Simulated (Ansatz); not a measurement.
I need a rigid torsion scan of C2H2ClFO, SMILES OC(F)=CCl. Use Ansatz 0.2.0, Python API. Use (for the species named): PBE, cc-pVDZ basis, multiplicity 1.

```yaml
atoms:
  - { symbol: O, position_ang: [-0.6833, -0.2818, 1.3679] }
  - { symbol: C, position_ang: [0.1988, -0.5089, 0.3834] }
  - { symbol: F, position_ang: [1.0219, -1.5332, 0.5652] }
  - { symbol: C, position_ang: [0.3865, 0.2083, -0.7484] }
  - { symbol: Cl, position_ang: [-0.6890, 1.5217, -1.1574] }
  - { symbol: H, position_ang: [-1.2503, 0.5431, 1.0454] }
  - { symbol: H, position_ang: [1.0766, -0.0172, -1.5018] }
```

`c2h2clfo.py`
```python
import ansatz as az
from ase import Atoms


def main() -> None:
    atoms = Atoms(["O", "C", "F", "C", "Cl", "H", "H"], positions=[
        [-0.6833, -0.2818, 1.3679],
        [0.1988, -0.5089, 0.3834],
        [1.0219, -1.5332, 0.5652],
        [0.3865, 0.2083, -0.7484],
        [-0.689, 1.5217, -1.1574],
        [-1.2503, 0.5431, 1.0454],
        [1.0766, -0.0172, -1.5018],
    ])

    first = (
        az.Crystal.molecule_from_ase(atoms).calculation()
        .basis(gaussian="cc-pVDZ")
        .functional("PBE")
        .relax(force_tolerance=0.02, max_steps=80)
    )
    atoms.positions = first.run(threads=1, backend="cpu").report["positions_ang"]

    start = atoms.get_dihedral(0, 1, 3, 4)
    energies = {}
    for turn in range(0, 360, 30):
        turned = atoms.copy()
        turned.set_dihedral(0, 1, 3, 4, start + turn, indices=[3, 4, 6])
        base = az.Crystal.molecule_from_ase(turned).calculation()
        base = base.basis(gaussian="cc-pVDZ")
        base = base.functional("PBE")
        energies[round((start + turn) % 360)] = base.run(threads=1, backend="cpu").report["free_energy_ev"]
    floor = min(energies.values())
    print("dihedral O0-C1-C3-Cl4 (deg)   E - E(min) (kJ/mol)")
    for angle, e in sorted(energies.items()):
        print(f"{angle:8d} {96.485332 * (e - floor):14.3f}  " + "#" * int(30 * (e - floor) / max(max(energies.values()) - floor, 1e-9)))


if __name__ == "__main__":
    main()
```

```console
$ python c2h2clfo.py
dihedral O0-C1-C3-Cl4 (deg)   E - E(min) (kJ/mol)
      30         39.610  ####
      60        145.615  ###############
      90        278.529  ##############################
     120        147.054  ###############
     150         51.606  #####
     180         18.030  #
     210         51.576  #####
     240        146.998  ###############
     270        278.477  #############################
     300        145.684  ###############
     330         39.652  ####
     360          0.000
```

The scan is rigid and the energies are electronic, in a modest basis. With rigid groups the curve can differ much from the relaxed path, the start wasn't checked as a minimum of this torsion, and equivalent turns needn't return to the same energy. Run time: 51 s on 1 thread of Arm Neoverse V1, with other jobs on the host, peak memory 0.23 GiB.

(Lines on the test bed's own set-up are left out of the output.)
